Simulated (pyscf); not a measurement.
Optimised with ωB97X-D3(BJ)/def2-SVP in PySCF.

**Question.** Estimate by transition-state theory the rate constant of `[SH][SnH2][GeH3]` + `[H][H]` → `[GeH3][SnH3]` + `[SH2]` (singlet surface; S–Sn, H–H broken, H–Sn, H–S formed) at 900 K, with ωB97M-D3(BJ)/def2-TZVP energies (ideal gas, 1 atm, RRHO with modes under 100 cm⁻¹ raised to 100, one conformer, R ln 2 for chiral ones without a mode under 150 cm⁻¹; no tunnelling).

**Answer.** The electronic barrier is 50.9 kcal/mol and the thermal terms add +26.7, so ΔG‡ = 77.6 kcal/mol. With k_BT/h = 1.88e+13 s⁻¹ and RT = 1.788 kcal/mol, and a volume of 1.23e-19 cm³ per molecule at 1 atm, k = 3.4e-25 cm³ molecule⁻¹ s⁻¹. Wigner's tunnelling factor for 1583i cm⁻¹ would be 1.27. A shift of 1 kcal/mol in the barrier changes k by a factor 1.7. This is the saddle that the search found; another between the same sides may lie lower. Elements up to Kr have no core potential and no relativistic terms here. Elements past Kr carry the def2 core potentials, without spin-orbit coupling.
